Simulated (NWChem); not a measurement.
Correlation energy of acetylene (C2H2)

```xyz
4

C      0.0000     0.0000    -0.6043
C      0.0000     0.0000     0.6043
H      0.0000     0.0000    -1.6792
H      0.0000     0.0000     1.6792
```
Charge 0, spin multiplicity 1.

Everything below was run with NWChem. Structure: optimised with PBE0/def2-SVP, a minimum by its harmonic frequencies.

Basis set: def2-TZVP. Each correlation energy counts from its own Hartree-Fock reference.

The correlated methods keep 2 core orbitals frozen. No row is a measurement; the coupled-cluster row has its own basis-set and correlation limits.

### Question
Order these methods by the correlation energy they give, lowest first: CR-CCSD[T], MP2, CCSD(T), CCSD.

### Answer
CCSD(T) (-334.1 mHa), CR-CCSD[T] (-331.6 mHa), CCSD (-318.0 mHa), MP2 (-305.0 mHa)
